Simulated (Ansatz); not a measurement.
Task: the energy of protonation at one site of BFO, SMILES O=BF, with Ansatz's Python interface. Give the script and its output. Level of theory (for the species named): MP2, 6-31G* basis, multiplicity 1.

```xyz
3

O     0.9733   -0.5591    0.4752
B     0.0248   -0.0150    0.0120
F    -0.9981    0.5741   -0.4872
```

`bfo.py`
```python
# -*- coding: utf-8 -*-
"""Proton affinity of BFO at one site."""

import warnings

import ansatz as az
import numpy as np

params = {
    "basis_set": "6-31G*",
    "level": "MP2",
    "charge": 1,
    "force_tol": 0.01,
}


def main():
    warnings.simplefilter("ignore", az.DeckWarning)

    geometry_ang = [
        ("O", [0.97333, -0.55912, 0.47519]),
        ("B", [0.02479, -0.01497, 0.01202]),
        ("F", [-0.99812, 0.5741, -0.48721]),
    ]
    molecule = az.Crystal.molecule()
    for symbol, xyz in geometry_ang:
        molecule = molecule.atom(symbol, xyz)

    setup = (
        molecule.calculation()
        .basis(gaussian=params["basis_set"])
        .correlation(params["level"])
    )
    symbols = [site.symbol for site in molecule.cartesian_sites]
    start = np.array([site.position_ang for site in molecule.cartesian_sites], dtype=float)
    rep = setup.relax(force_tolerance=0.01).run().report
    end = np.array(rep["positions_ang"])

    # put the proton on the side away from the neighbours, slightly off axis
    away = sum((end[0] - end[j]) / np.linalg.norm(end[0] - end[j]) for j in [1]) + np.array([0.15, 0.1, -0.2])
    proton = end[0] + 1.0 * away / np.linalg.norm(away)
    acid = az.Crystal.molecule()
    for symbol, place in zip(symbols, end):
        acid = acid.atom(symbol, place.tolist())
    acid = acid.atom("H", proton.tolist())
    protonated = (
        acid.calculation()
        .basis(gaussian=params["basis_set"])
        .correlation(params["level"])
        .charge(params["charge"])
        .relax(force_tolerance=params["force_tol"], max_steps=80)
    )
    after = protonated.run().report
    xyz = np.array(after["positions_ang"])
    reach = np.linalg.norm(xyz[:-1] - xyz[-1], axis=1)
    print(f"base {rep['free_energy_ev']:.5f} eV, protonated {after['free_energy_ev']:.5f} eV")
    print(f"the proton ends {reach.min():.3f} A from {symbols[reach.argmin()]}{reach.argmin()}")
    print(f"electronic proton affinity {23.060548 * (rep['free_energy_ev'] - after['free_energy_ev']):.1f} kcal/mol")


if __name__ == "__main__":
    main()
```

Running `python bfo.py` prints:
```text
base -5428.69218 eV, protonated -5435.68767 eV
the proton ends 0.978 A from O0
electronic proton affinity 161.3 kcal/mol
```

Total energies depend on the basis set; only differences at equal settings carry meaning. The proton is put on one chosen atom, which needn't be the most basic site, so the molecule's proton affinity can be higher; the ends are stationary points, not checked by frequencies, and zero-point and thermal terms count only where printed. Wall time of the script: 8.8 s on 1 thread of Arm Neoverse V1 (shared host), peak memory 0.19 GiB.
